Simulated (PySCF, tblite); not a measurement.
# C₂H₄F₂: changes of charge, electronic excitations, EPR parameters

Aim: compute the changes of charge, electronic excitations, EPR parameters of C₂H₄F₂ (`CC(F)F`).

Programs: tblite 0.8.0 and PySCF 2.14.0, with routines of our own; each step states its level. All values are computed. Atoms count from 0.

### 1 The starting structure

8 atoms, charge 0, multiplicity 1; geometry from: start built from the parent or by distance geometry.

### 2 Relaxing the molecule with GFN2-xTB

The job: settings as JSON, then the geometry in Å.

```
{"job": {"kind": "relax", "xc": "GFN2-xTB", "basis": "xTB"}, "charge": 0, "multiplicity": 1}
C     -0.755600    -0.144500    -0.021400
C      0.698900     0.131700     0.003200
F      1.495100    -0.898700    -0.479000
F      0.954200     1.337900    -0.633100
H     -1.231700     0.082600    -1.002600
H     -0.939500    -1.223900     0.201800
H     -1.204700     0.520700     0.769100
H      1.001400     0.213100     1.112800
```

The run is started by

```bash
$ OMP_NUM_THREADS=1 python redox_run.py task.json out
```

This one command runs all jobs of the session in turn.

Log:

```text
step      E/eV     max force
  0    -429.35995    1.843
  1    -429.50315    0.986
  2    -429.55846    0.638
  3    -429.58369    0.501
  4    -429.60056    0.392
  5    -429.61158    0.407
  6    -429.62255    0.332
  7    -429.62730    0.196
  8    -429.63086    0.159
  9    -429.63384    0.214
 10    -429.63603    0.180
 11    -429.63718    0.084
 12    -429.63795    0.074
 13    -429.63872    0.108
 14    -429.63929    0.092
 15    -429.63959    0.041
 16    -429.63984    0.044
 17    -429.64025    0.099
 18    -429.64096    0.162
 19    -429.64205    0.182
 20    -429.64346    0.127
 21    -429.64520    0.135
 22    -429.64745    0.194
 23    -429.65016    0.268
 24    -429.65239    0.232
 25    -429.65348    0.103
 26    -429.65395    0.056
 27    -429.65421    0.054
 28    -429.65439    0.057
 29    -429.65448    0.031
 30    -429.65454    0.025
 31    -429.65458    0.018
 32    -429.65460    0.010
 33    -429.65460    0.008
```

Run time: 0.06 s. Hardware: 1 thread of Arm Neoverse V2, shared host.

Along the way: (not every step is listed)

```
step  energy from step 0 (eV)  largest force (eV/Å)
   0                   0.0000                1.8428
   1                  -0.1432                0.9857
   2                  -0.1985                0.6382
   3                  -0.2237                0.5008
   4                  -0.2406                0.3921
   5                  -0.2516                0.4067
   6                  -0.2626                0.3318
   7                  -0.2673                0.1964
   8                  -0.2709                0.1590
  10                  -0.2761                0.1805
  12                  -0.2780                0.0735
  14                  -0.2793                0.0924
  16                  -0.2799                0.0444
  18                  -0.2810                0.1616
  20                  -0.2835                0.1271
  22                  -0.2875                0.1936
  24                  -0.2924                0.2316
  26                  -0.2940                0.0560
  28                  -0.2944                0.0569
  29                  -0.2945                0.0314
  30                  -0.2946                0.0249
  31                  -0.2946                0.0185
  32                  -0.2946                0.0105
  33                  -0.2946                0.0077
```

Distances of close pairs at the start and the end, largest changes first:

```
 bond  before (Å)  after (Å)  change (Å)
C1–H7       1.153      1.101      -0.052
C0–H6       1.127      1.086      -0.041
C0–C1       1.481      1.513      +0.032
C1–F2       1.389      1.357      -0.032
C0–H5       1.117      1.086      -0.032
C1–F3       1.387      1.357      -0.031
C0–H4       1.114      1.087      -0.027
```

The end geometry stands in the next job.

### 3 Infrared spectrum with GFN2-xTB

The job: settings as JSON, then the geometry in Å.

```
{"job": {"kind": "ir", "xc": "GFN2-xTB", "basis": "xTB"}, "charge": 0, "multiplicity": 1}
C     -0.781165    -0.152092     0.000996
C      0.703131     0.133562     0.061371
F      1.397579    -0.760982    -0.685813
F      0.984349     1.354116    -0.459808
H     -1.115652    -0.110767    -1.032853
H     -0.972897    -1.142488     0.402844
H     -1.317116     0.591180     0.583622
H      1.119885     0.106296     1.080511
```

Log:

```text
mode    cm-1     km/mol
  1     176.1      0.04
  2     355.3      0.08
  3     436.3     22.91
  4     524.9     11.31
  5     884.8     11.75
  6     927.9     68.16
  7    1106.0    154.69
  8    1109.0     48.86
  9    1115.4    102.61
 10    1278.0     27.07
 11    1289.7     30.94
 12    1388.1     32.78
 13    1454.9      5.42
 14    1462.3      7.48
 15    2887.5     41.27
 16    3055.4      4.75
 17    3063.0      5.40
 18    3067.0      9.54
ZPE 153.011  H(298)-E 167.279  G(298)-E 82.320 kJ/mol  S 284.96 J/(mol K)
```

It took 0.09 s on 1 thread of Arm Neoverse V2, shared host.

Which atoms move in the most intense modes:

```
cm⁻¹  km/mol                               atoms
 928    68.2  C1 22 %, H6 18 %, H5 18 %, F3 14 %
1106   154.7  C1 38 %, H6 16 %, H5 14 %, C0 11 %
1109    48.9           C1 36 %, H4 30 %, C0 19 %
1115   102.6           C1 45 %, H7 22 %, F3 10 %
1278    27.1                    H7 85 %, C1 11 %
1290    30.9                    H7 63 %, C1 24 %
1388    32.8  H5 26 %, H6 26 %, H4 24 %, C0 22 %
2888    41.3                             H7 93 %
```

### 4 Relaxing the molecule at PBE0-D3(BJ)/def2-SVP

The job, as its differences from that of step 3:

```diff
@@ -1,2 +1,2 @@
-{"job": {"kind": "ir", "xc": "GFN2-xTB", "basis": "xTB"}, "charge": 0, "multiplicity": 1}
+{"job": {"xc": "PBE0", "basis": "def2-SVP", "d3": "d3bj", "grid": 1, "kind": "geom"}, "charge": 0, "multiplicity": 1}
 C     -0.781165    -0.152092     0.000996
```

Log:

```text
step   0  E = -277.81506564  max force = 0.017541
step   1  E = -277.81557547  max force = 0.003196
step   2  E = -277.81562693  max force = 0.003216
step   3  E = -277.81566783  max force = 0.001045
step   4  E = -277.81566414  max force = 0.002031
step   5  E = -277.81569534  max force = 0.000724
step   6  E = -277.81570459  max force = 0.000235
optimisation converged
```

Wall time 8.3 s (1 thread of Arm Neoverse V2, shared host).

Relaxation path:

```
step  energy from step 0 (eV)  largest force component (eV/Å)
   0                   0.0000                          0.9020
   1                  -0.0139                          0.1643
   2                  -0.0153                          0.1654
   3                  -0.0164                          0.0537
   4                  -0.0163                          0.1044
   5                  -0.0171                          0.0372
   6                  -0.0174                          0.0121
```

Distances of close pairs at the start and the end, largest changes first:

```
 bond  before (Å)  after (Å)  change (Å)
C0–H5       1.086      1.099      +0.013
C0–C1       1.513      1.500      -0.013
C0–H6       1.086      1.098      +0.013
C0–H4       1.087      1.099      +0.012
C1–H7       1.101      1.105      +0.004
C1–F3       1.357      1.354      -0.003
C1–F2       1.357      1.355      -0.002
```

The end geometry stands in the next job.

```
                         at the end point                value
  point group (found at 0.08 Å tolerance)                   Cs
rotational constants (GHz, main isotopes)  9.553, 9.056, 5.218
                        dipole moment (D)                 2.07
```

### 5 Harmonic vibrations (C2H4F2): PBE0-D3(BJ)/def2-SVP

The job: settings as JSON, then the geometry in Å.

```
{"job": {"xc": "PBE0", "basis": "def2-SVP", "d3": "d3bj", "grid": 2, "kind": "hessian"}, "charge": 0, "multiplicity": 1}
C     -0.737259    -0.227324     0.105600
C      0.692436     0.203778    -0.037244
F      1.344306    -0.616176    -0.895996
F      0.751119     1.457537    -0.544682
H     -1.217654    -0.208524    -0.883162
H     -0.789441    -1.246998     0.510975
H     -1.274593     0.454834     0.778351
H      1.248720     0.200286     0.917749
```

Log:

```text
coarse grid: 6824 points
cycle   1  E = -277.7001616636  dE =  3.461e-01  |g| = 6.759e-01  |ddm| = 2.618e+00
cycle   2  E = -277.6399253125  dE =  6.024e-02  |g| = 9.221e-01  |ddm| = 1.139e+00
cycle   3  E = -277.7793121124  dE = -1.394e-01  |g| = 5.191e-02  |ddm| = 6.641e-01
cycle   4  E = -277.7797999851  dE = -4.879e-04  |g| = 2.207e-02  |ddm| = 5.585e-02
cycle   5  E = -277.7799193195  dE = -1.193e-04  |g| = 2.326e-03  |ddm| = 2.053e-02
cycle   6  E = -277.7799204576  dE = -1.138e-06  |g| = 5.245e-04  |ddm| = 2.172e-03
final grid: 67112 points
cycle   7  E = -277.8156796169  dE = -1.609e-05  |g| = 6.023e-03  |ddm| = 1.383e-02
cycle   8  E = -277.8156750559  dE =  4.561e-06  |g| = 7.960e-03  |ddm| = 1.035e-02
cycle   9  E = -277.8156875095  dE = -1.245e-05  |g| = 5.530e-04  |ddm| = 5.650e-03
cycle  10  E = -277.8156875686  dE = -5.905e-08  |g| = 1.091e-04  |ddm| = 5.611e-04
cycle  11  E = -277.8156875708  dE = -2.198e-09  |g| = 2.124e-05  |ddm| = 9.162e-05
cycle  12  E = -277.8156875708  dE = -9.243e-11  |g| = 7.967e-06  |ddm| = 2.386e-05
converged SCF energy = -277.8156875708

mode    cm-1
  1     248.4
  2     385.0
  3     476.6
  4     580.5
  5     891.2
  6     969.3
  7    1157.1
  8    1189.3
  9    1194.2
 10    1370.8
 11    1404.4
 12    1439.9
 13    1461.0
 14    1461.8
 15    3078.1
 16    3081.8
 17    3188.5
 18    3191.2
ZPE 160.115  H(298)-E 173.736  G(298)-E 90.121 kJ/mol  S 280.44 J/(mol K)
```

It took 35 s on 1 thread of Arm Neoverse V2, shared host; peak memory 1.2 GiB.

Zero-point energy 160.12 kJ/mol (xTB gave 153.01).

### 6 Single point (C₂H₄F₂): wB97X-D3(BJ)/ma-def2-TZVP

Geometry: PBE0-D3(BJ)/def2-SVP.

The job, as its differences from that of step 5:

```diff
@@ -1,2 +1,2 @@
-{"job": {"xc": "PBE0", "basis": "def2-SVP", "d3": "d3bj", "grid": 2, "kind": "hessian"}, "charge": 0, "multiplicity": 1}
+{"job": {"kind": "sp", "xc": "wB97X", "basis": "ma-def2-TZVP", "d3": "d3bj", "grid": 2}, "charge": 0, "multiplicity": 1}
 C     -0.737259    -0.227324     0.105600
```

Log:

```text
coarse grid: 6824 points
cycle   1  E = -278.3897453548  dE =  4.666e-01  |g| = 7.488e-01  |ddm| = 1.780e+00
cycle   2  E = -278.3898762486  dE = -1.309e-04  |g| = 8.344e-01  |ddm| = 6.959e-01
cycle   3  E = -278.4866312408  dE = -9.675e-02  |g| = 4.410e-02  |ddm| = 3.172e-01
cycle   4  E = -278.4869718996  dE = -3.407e-04  |g| = 1.767e-02  |ddm| = 3.801e-02
cycle   5  E = -278.4870394721  dE = -6.757e-05  |g| = 3.424e-03  |ddm| = 1.545e-02
cycle   6  E = -278.4870427048  dE = -3.233e-06  |g| = 5.157e-04  |ddm| = 4.036e-03
final grid: 67112 points
cycle   7  E = -278.4871789163  dE = -5.258e-05  |g| = 5.965e-03  |ddm| = 2.662e-02
cycle   8  E = -278.4871797021  dE = -7.858e-07  |g| = 5.439e-03  |ddm| = 4.713e-03
cycle   9  E = -278.4871833262  dE = -3.624e-06  |g| = 5.160e-04  |ddm| = 2.031e-03
cycle  10  E = -278.4871833662  dE = -3.999e-08  |g| = 1.624e-04  |ddm| = 3.637e-04
cycle  11  E = -278.4871833724  dE = -6.156e-09  |g| = 1.481e-05  |ddm| = 1.256e-04
converged SCF energy = -278.4871833724
```

Wall time 3.4 s (1 thread of Arm Neoverse V2, shared host); peak memory 0.6 GiB.

### 7 Single point (C2H4F2+ (doublet)): wB97X-D3(BJ)/ma-def2-TZVP

Geometry: PBE0-D3(BJ)/def2-SVP, that of another charge or spin state.

The job, as its differences from that of step 6:

```diff
@@ -1,2 +1,2 @@
-{"job": {"kind": "sp", "xc": "wB97X", "basis": "ma-def2-TZVP", "d3": "d3bj", "grid": 2}, "charge": 0, "multiplicity": 1}
+{"job": {"kind": "sp", "xc": "wB97X", "basis": "ma-def2-TZVP", "d3": "d3bj", "grid": 2}, "charge": 1, "multiplicity": 2}
 C     -0.737259    -0.227324     0.105600
```

Log:

```text
final grid: 67112 points
cycle   1  E = -278.0153578188  dE = -3.049e-02  |g| = 2.026e-01  |ddm| = 3.128e-01
cycle   2  E = -278.0219482430  dE = -6.590e-03  |g| = 1.468e-01  |ddm| = 1.518e-01
cycle   3  E = -278.0276476602  dE = -5.699e-03  |g| = 2.726e-02  |ddm| = 6.275e-02
cycle   4  E = -278.0278900970  dE = -2.424e-04  |g| = 3.341e-03  |ddm| = 1.208e-02
cycle   5  E = -278.0279127975  dE = -2.270e-05  |g| = 1.581e-03  |ddm| = 6.480e-03
cycle   6  E = -278.0279196218  dE = -6.824e-06  |g| = 9.999e-04  |ddm| = 2.673e-03
cycle   7  E = -278.0279254593  dE = -5.837e-06  |g| = 7.107e-04  |ddm| = 3.086e-03
cycle   8  E = -278.0279293356  dE = -3.876e-06  |g| = 3.577e-04  |ddm| = 3.472e-03
cycle   9  E = -278.0279303141  dE = -9.785e-07  |g| = 2.480e-04  |ddm| = 1.995e-03
cycle  10  E = -278.0279304363  dE = -1.222e-07  |g| = 1.358e-04  |ddm| = 5.304e-04
cycle  11  E = -278.0279304971  dE = -6.087e-08  |g| = 4.734e-05  |ddm| = 5.112e-04
cycle  12  E = -278.0279305064  dE = -9.227e-09  |g| = 2.681e-05  |ddm| = 1.272e-04
converged SCF energy = -278.0279305064
```

Wall time 8 s (1 thread of Arm Neoverse V2, shared host); peak memory 0.6 GiB.

### 8 Relaxing the molecule with GFN2-xTB

This step treats C₂H₄F₂+ (doublet), labelled `CC(F)[F+]` (the label fixes atoms and charge, not where charge and spin sit).

The job: settings as JSON, then the geometry in Å.

```
{"job": {"kind": "relax", "xc": "GFN2-xTB", "basis": "xTB"}, "charge": 1, "multiplicity": 2}
C     -0.721000    -0.233400     0.100300
C      0.681700     0.212400    -0.060300
F      1.361800    -0.623800    -0.892800
F      0.748600     1.472200    -0.565300
H     -1.220900    -0.212400    -0.871800
H     -0.800400    -1.248700     0.502200
H     -1.274200     0.460700     0.767300
H      1.260200     0.209300     0.922800
```

Log:

```text
step      E/eV     max force
  0    -413.32935    2.317
  1    -413.43697    0.623
  2    -413.45725    0.503
  3    -413.47863    0.423
  4    -413.49120    0.279
  5    -413.49526    0.214
  6    -413.49869    0.211
  7    -413.50229    0.260
  8    -413.50530    0.198
  9    -413.50656    0.097
 10    -413.50724    0.086
 11    -413.50789    0.104
 12    -413.50845    0.096
 13    -413.50879    0.055
 14    -413.50892    0.028
 15    -413.50898    0.027
 16    -413.50902    0.025
 17    -413.50905    0.016
 18    -413.50906    0.007
```

It took 0.04 s on 1 thread of Arm Neoverse V2, shared host.

Along the way:

```
step  energy from step 0 (eV)  largest force (eV/Å)
   0                   0.0000                2.3174
   1                  -0.1076                0.6227
   2                  -0.1279                0.5030
   3                  -0.1493                0.4233
   4                  -0.1619                0.2786
   5                  -0.1659                0.2137
   6                  -0.1693                0.2113
   7                  -0.1729                0.2603
   8                  -0.1760                0.1979
   9                  -0.1772                0.0969
  10                  -0.1779                0.0856
  11                  -0.1785                0.1043
  12                  -0.1791                0.0957
  13                  -0.1794                0.0546
  14                  -0.1796                0.0282
  15                  -0.1796                0.0273
  16                  -0.1797                0.0250
  17                  -0.1797                0.0157
  18                  -0.1797                0.0073
```

Close pairs (by a distance rule), those that changed most:

```
 bond  before (Å)  after (Å)  change (Å)
C1–F2       1.362      1.320      -0.042
C1–F3       1.359      1.319      -0.039
C0–C1       1.481      1.512      +0.031
C0–H4       1.093      1.112      +0.018
C0–H6       1.110      1.093      -0.018
C1–H7       1.141      1.150      +0.009
C0–H5       1.095      1.093      -0.002
```

The end geometry stands in the next job.

### 9 Harmonic vibrations with GFN2-xTB

The job: settings as JSON, then the geometry in Å.

```
{"job": {"kind": "ir", "xc": "GFN2-xTB", "basis": "xTB"}, "charge": 1, "multiplicity": 2}
C     -0.733416    -0.230656     0.134061
C      0.682287     0.220431    -0.143344
F      1.414612    -0.581754    -0.892541
F      0.827483     1.462343    -0.564764
H     -1.246954    -0.225631    -0.851838
H     -0.777431    -1.251539     0.520924
H     -1.269432     0.460727     0.788520
H      1.138599     0.182317     0.911444
```

Log:

```text
mode    cm-1     km/mol
  1      68.5     16.76
  2     332.6      1.35
  3     452.3     56.94
  4     514.8      9.56
  5     825.6      2.07
  6     925.5     13.46
  7     936.4      5.72
  8     997.2     27.91
  9    1021.8     67.76
 10    1105.6      0.09
 11    1136.1    268.23
 12    1168.2    252.88
 13    1249.4     82.53
 14    1352.8     47.96
 15    2348.4    164.50
 16    2766.8    245.97
 17    3001.7     92.01
 18    3010.3     44.93
ZPE 138.850  H(298)-E 153.962  G(298)-E 65.530 kJ/mol  S 296.60 J/(mol K)
```

Wall time 0.09 s (1 thread of Arm Neoverse V2, shared host).

Which atoms move in the most intense modes:

```
cm⁻¹  km/mol                               atoms
 452    56.9  F3 25 %, F2 25 %, C0 18 %, C1 16 %
1022    67.8                    H7 71 %, C1 10 %
1136   268.2  C1 47 %, C0 13 %, F3 11 %, F2 11 %
1168   252.9                    C1 49 %, H4 14 %
1249    82.5  H4 28 %, H5 27 %, H6 27 %, C1 10 %
2348   164.5                             H7 94 %
2767   246.0                             H4 93 %
3002    92.0                    H5 53 %, H6 42 %
```

### 10 Optimising the geometry at PBE0-D3(BJ)/def2-SVP

This step treats C2H4F2+ (doublet), labelled `CC(F)[F+]` (the label fixes atoms and charge, not where charge and spin sit).

The job, as its differences from that of step 9:

```diff
@@ -1,2 +1,2 @@
-{"job": {"kind": "ir", "xc": "GFN2-xTB", "basis": "xTB"}, "charge": 1, "multiplicity": 2}
+{"job": {"xc": "PBE0", "basis": "def2-SVP", "d3": "d3bj", "grid": 1, "kind": "geom"}, "charge": 1, "multiplicity": 2}
 C     -0.733416    -0.230656     0.134061
```

Log:

```text
step   0  E = -277.38316527  max force = 0.060980
step   1  E = -277.38816205  max force = 0.032109
step   2  E = -277.39098665  max force = 0.014878
step   3  E = -277.39146872  max force = 0.006124
step   4  E = -277.39166256  max force = 0.007009
step   5  E = -277.39192072  max force = 0.006157
step   6  E = -277.39220494  max force = 0.006103
step   7  E = -277.39238277  max force = 0.002467
step   8  E = -277.39242224  max force = 0.000533
step   9  E = -277.39243501  max force = 0.000786
step  10  E = -277.39245412  max force = 0.002033
step  11  E = -277.39246386  max force = 0.001779
step  12  E = -277.39247579  max force = 0.000370
optimisation converged
```

Wall time 25 s (1 thread of Arm Neoverse V2, shared host).

Along the way:

```
step  energy from step 0 (eV)  largest force component (eV/Å)
   0                   0.0000                          3.1357
   1                  -0.1360                          1.6511
   2                  -0.2128                          0.7651
   3                  -0.2259                          0.3149
   4                  -0.2312                          0.3604
   5                  -0.2382                          0.3166
   6                  -0.2460                          0.3138
   7                  -0.2508                          0.1269
   8                  -0.2519                          0.0274
   9                  -0.2522                          0.0404
  10                  -0.2528                          0.1045
  11                  -0.2530                          0.0915
  12                  -0.2534                          0.0190
```

Distances of close pairs at the start and the end, largest changes first:

```
 bond  before (Å)  after (Å)  change (Å)
C0–C1       1.512      1.738      +0.227
C1–F2       1.320      1.277      -0.042
C1–F3       1.319      1.278      -0.042
C1–H7       1.150      1.126      -0.023
C0–H4       1.112      1.104      -0.008
C0–H6       1.093      1.097      +0.004
C0–H5       1.093      1.097      +0.004
```

The next job starts from the end point, and lists it.

```
                         at the end point                value
  point group (found at 0.08 Å tolerance)                   Cs
rotational constants (GHz, main isotopes)  9.899, 8.263, 5.006
                                     ⟨S²⟩                0.753
```

### 11 Harmonic vibrations (C₂H₄F₂+ (doublet), CC(F)[F+]): PBE0-D3(BJ)/def2-SVP

The job: settings as JSON, then the geometry in Å.

```
{"job": {"xc": "PBE0", "basis": "def2-SVP", "d3": "d3bj", "grid": 2, "kind": "hessian"}, "charge": 1, "multiplicity": 2}
C     -0.766704    -0.423523     0.139592
C      0.735526     0.404659    -0.139917
F      1.331119    -0.158099    -1.119446
F      0.497140     1.647234    -0.317016
H     -1.206918    -0.221891    -0.852331
H     -0.478760    -1.464707     0.330508
H     -1.220936     0.110487     0.983348
H      1.146364     0.143348     0.875912
```

Log:

```text
coarse grid: 6824 points
cycle   1  E = -277.2463851811  dE =  8.294e-01  |g| = 5.143e-01  |ddm| = 1.863e+00
cycle   2  E = -277.1303096601  dE =  1.161e-01  |g| = 8.050e-01  |ddm| = 8.573e-01
cycle   3  E = -277.3550274128  dE = -2.247e-01  |g| = 6.568e-02  |ddm| = 5.116e-01
cycle   4  E = -277.3564344327  dE = -1.407e-03  |g| = 2.065e-02  |ddm| = 6.166e-02
cycle   5  E = -277.3566227697  dE = -1.883e-04  |g| = 5.407e-03  |ddm| = 2.244e-02
cycle   6  E = -277.3566387112  dE = -1.594e-05  |g| = 1.537e-03  |ddm| = 5.928e-03
cycle   7  E = -277.3566407433  dE = -2.032e-06  |g| = 4.554e-04  |ddm| = 2.234e-03
final grid: 67112 points
cycle   8  E = -277.3923882308  dE = -1.437e-05  |g| = 3.134e-03  |ddm| = 7.829e-03
cycle   9  E = -277.3923847904  dE =  3.440e-06  |g| = 4.433e-03  |ddm| = 5.276e-03
cycle  10  E = -277.3923924822  dE = -7.692e-06  |g| = 4.322e-04  |ddm| = 3.007e-03
cycle  11  E = -277.3923925493  dE = -6.712e-08  |g| = 7.403e-05  |ddm| = 3.412e-04
cycle  12  E = -277.3923925521  dE = -2.779e-09  |g| = 5.021e-05  |ddm| = 9.510e-05
cycle  13  E = -277.3923925531  dE = -1.022e-09  |g| = 1.921e-05  |ddm| = 4.360e-05
cycle  14  E = -277.3923925533  dE = -1.918e-10  |g| = 7.708e-06  |ddm| = 2.112e-05
cycle  15  E = -277.3923925534  dE = -3.865e-11  |g| = 2.011e-06  |ddm| = 1.000e-05
converged SCF energy = -277.3923925534

mode    cm-1
  1     196.1
  2     270.5
  3     308.0
  4     417.9
  5     630.9
  6     785.2
  7     809.0
  8    1065.2
  9    1218.8
 10    1253.3
 11    1290.5
 12    1345.1
 13    1402.8
 14    1471.0
 15    2868.8
 16    3042.0
 17    3218.7
 18    3265.7
ZPE 148.692  H(298)-E 164.178  G(298)-E 75.418 kJ/mol  S 297.70 J/(mol K)
```

It took 72 s on 1 thread of Arm Neoverse V2, shared host; peak memory 1.3 GiB.

Zero-point energy 148.69 kJ/mol (xTB gave 138.85).

(Part 1 of 2 ends here.)
